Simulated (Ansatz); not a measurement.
The same path of C5H12O (18 atoms, charge 0, multiplicity 1) was run twice with different band settings. The coordinate that changes most is the dihedral C5–C4–O6–H18.

The calculation used RKS PBE0-D4/STO-3G (Ansatz 0.2.0).

Relaxed end points:

```xyz
18
Properties=species:S:1:pos:R:3
C 0.885 -0.094 1.503
C 0.695 -0.020 -0.030
C 1.358 -1.235 -0.723
C -0.815 0.049 -0.431
C -1.540 1.282 0.183
O -0.840 0.084 -1.891
H 1.949 -0.213 1.743
H 0.342 -0.953 1.918
H 0.524 0.817 1.994
H 1.178 0.899 -0.404
H 1.182 -1.187 -1.805
H 0.933 -2.173 -0.343
H 2.439 -1.243 -0.537
H -1.315 -0.870 -0.047
H -2.570 1.341 -0.193
H -1.581 1.207 1.276
H -1.019 2.209 -0.088
H -1.844 0.110 -2.074
```

```xyz
18
Properties=species:S:1:pos:R:3
C 0.907 -0.048 1.469
C 0.631 -0.043 -0.052
C 1.285 -1.268 -0.734
C -0.907 -0.031 -0.377
C -1.625 1.215 0.217
O -1.147 -0.152 -1.811
H 1.986 -0.126 1.656
H 0.414 -0.905 1.946
H 0.544 0.871 1.944
H 1.071 0.873 -0.484
H 0.993 -1.303 -1.792
H 0.949 -2.197 -0.255
H 2.379 -1.216 -0.665
H -1.359 -0.942 0.065
H -2.672 1.230 -0.112
H -1.607 1.193 1.313
H -1.139 2.141 -0.120
H -0.740 0.719 -2.156
```

Common settings: movable images 5; climbing image yes; spring 5.0 eV/Å²; start path through a guess of the saddle point; force threshold 0.05 eV/Å; iteration limit 60; end points relaxed.

| run | optimiser |
| --- | --- |
| 1 | quadratic models (default) |
| 2 | fire |

**Question.** What does each run give, and how far can it be trusted?

**Answer.** Run 1: converged after 5 iterations, highest image 0.077 eV above the first end. A vibrational analysis at the climbing image gives one clearly imaginary mode, 366i cm⁻¹: a first-order saddle point.
Run 2: converged after 43 iterations, highest image 0.086 eV above the first end. The order of the stationary point at the top wasn't checked.
Limits of this set-up: minimal basis.
